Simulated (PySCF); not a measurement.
Molecule (SMILES): [O+]#[Si-] (O-Si).
Geometry (B3LYP-D3(BJ)/def2-TZVP, fixed):
```
Si
O 1 1.5131
```
Charge 0, spin multiplicity 1.

Basis-set convergence of the mean static polarisability at PBE with PySCF. All functions are spherical. Density fitting with generated auxiliary sets. No added dispersion term, no relativity. Reference: the value in aug-cc-pV(5+d)Z, 30.91 bohr³, itself unsure by roughly 0.3 % (its mean distance from aug-pcseg-3, aug-cc-pV(Q+d)Z, aug-pcseg-2). Deviations are taken from unrounded values.

```tsv
basis	functions	mean static polarisability (bohr³)
def2-SVP	32	23.42
def2-SVPD	47	30.11
pcseg-1	32	24.02
aug-pcseg-1	50	29.91
cc-pV(D+d)Z	37	23.60
aug-cc-pV(D+d)Z	55	30.35
6-311G**	44	23.42
6-311+G**	52	27.23
pcseg-2	64	25.99
aug-pcseg-2	96	30.73
def2-TZVP	68	27.54
def2-TZVPD	83	30.82
cc-pV(T+d)Z	69	27.10
aug-cc-pV(T+d)Z	101	30.83
def2-TZVPP	73	27.60
def2-TZVPPD	88	30.83
cc-pV(Q+d)Z	119	29.20
aug-cc-pV(Q+d)Z	169	30.88
pcseg-3	124	28.96
aug-pcseg-3	174	30.88
def2-QZVPP	127	29.66
def2-QZVPPD	142	30.90
cc-pV(5+d)Z	191	29.95
aug-cc-pV(5+d)Z	263	30.91
```

What the diffuse functions change, pair by pair:
- def2-SVP to def2-SVPD: 15 more functions, deviation -24.2 to -2.6 %
- pcseg-1 to aug-pcseg-1: 18 more functions, deviation -22.3 to -3.2 %
- cc-pV(D+d)Z to aug-cc-pV(D+d)Z: 18 more functions, deviation -23.6 to -1.8 %
- 6-311G** to 6-311+G**: 8 more functions, deviation -24.2 to -11.9 %
- pcseg-2 to aug-pcseg-2: 32 more functions, deviation -15.9 to -0.6 %
- def2-TZVP to def2-TZVPD: 15 more functions, deviation -10.9 to -0.3 %
- cc-pV(T+d)Z to aug-cc-pV(T+d)Z: 32 more functions, deviation -12.3 to -0.3 %
- def2-TZVPP to def2-TZVPPD: 15 more functions, deviation -10.7 to -0.3 %
- cc-pV(Q+d)Z to aug-cc-pV(Q+d)Z: 50 more functions, deviation -5.5 to -0.1 %
- pcseg-3 to aug-pcseg-3: 50 more functions, deviation -6.3 to -0.1 %
- def2-QZVPP to def2-QZVPPD: 15 more functions, deviation -4.0 to 0.0 %
- cc-pV(5+d)Z to aug-cc-pV(5+d)Z: 72 more functions, deviation -3.1 to 0.0 %

Leaving out the reference's own pair, they bring the value nearer the reference by more than 0.3 % in 11 of 11 pairs.
